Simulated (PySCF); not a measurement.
Process, species as SMILES: COC + 2 [H][H] (H2) → 2 C (CH4) + O (H2O)
B3LYP-D3(BJ)/def2-TZVP geometries, fixed; electronic energies without zero-point terms.

Effect of the auxiliary basis of density fitting at HF/def2-SVP with PySCF, against the last row, where the energy of full hydrogenation is -56.37 kcal/mol.

```tsv
setting	fitting functions, largest species	largest shift of a total energy (mEh)	shift of the energy of full hydrogenation (kcal/mol)
density fitting: autoaux	453	0.164	-0.085
density fitting: def2-universal-jkfit	335	0.097	-0.006
density fitting: cc-pvtz-jkfit	417	0.026	-0.025
density fitting: cc-pvqz-jkfit	624	0.003	-0.004
density fitting: none	-	0.000	0.000
```

Within 0.02 kcal/mol in the energy of full hydrogenation: density fitting: def2-universal-jkfit; density fitting: cc-pvqz-jkfit. The largest shift is 0.164 mEh in a total energy and 0.085 kcal/mol in the difference.
